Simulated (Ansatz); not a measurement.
Geometry optimisation, Ansatz 0.2.0, UKS B3LYP-D4/6-31G*.

Input:

```yaml
crystal:
  periodic: [false, false, false]
  atoms:
    - { symbol: B, position_ang: [-0.00155, 0.009572, -0.309085] }
    - { symbol: F, position_ang: [-0.005262, 0.021835, 1.015755] }
    - { symbol: H, position_ang: [1.059408, -0.003969, -0.858132] }
    - { symbol: H, position_ang: [-1.059582, -0.004987, -0.863663] }
    - { symbol: Si, position_ang: [0.003405, -0.008866, 3.817783] }
    - { symbol: H, position_ang: [-0.762122, -1.191928, 4.300788] }
    - { symbol: H, position_ang: [1.411073, -0.070847, 4.300951] }
    - { symbol: H, position_ang: [-0.645371, 1.24919, 4.277803] }
magnetization:
  spin_polarized: true
  initial_magnetization: 1
basis:
  gaussian: { orbitals: "6-31G*" }
hamiltonian:
  xc: b3lyp
  dispersion: d4
relax:
  f_tol: 0.03
  max_steps: 50
```

Launched with:

```bash
$ ansatz run input.yaml --threads 2 --pin off --max-ram 3072MiB --backend cpu --events-out ev --progress --plain --runs-dir out
```

Where does it end, and by what steps?

The run converged. After 6 steps the energy has fallen by 0.113 eV; H7 moved furthest, 0.36 Å.

```
step  energy less start (eV)  largest force component (eV/Å)  accepted
   0                  0.0000                           0.348       yes
   1                 -0.0808                           0.617       yes
   2                 -0.1034                           0.276       yes
   3                 -0.0940                           0.413        no
   4                 -0.1124                           0.132       yes
   5                 -0.1099                           0.575        no
   6                 -0.1131                           0.010       yes
```

```xyz
8
Properties=species:S:1:pos:R:3
B -0.003 0.005 -0.660
F -0.010 -0.016 0.664
H 1.057 0.015 -1.213
H -1.058 0.013 -1.224
Si 0.007 -0.009 4.177
H -0.762 -1.192 4.655
H 1.415 -0.070 4.662
H -0.646 1.254 4.622
```

Whether the end is a true minimum wasn't checked by a vibrational analysis.

The run took 11 s on 2 threads of Arm Neoverse V1, on a shared host, peak memory 0.15 GiB.
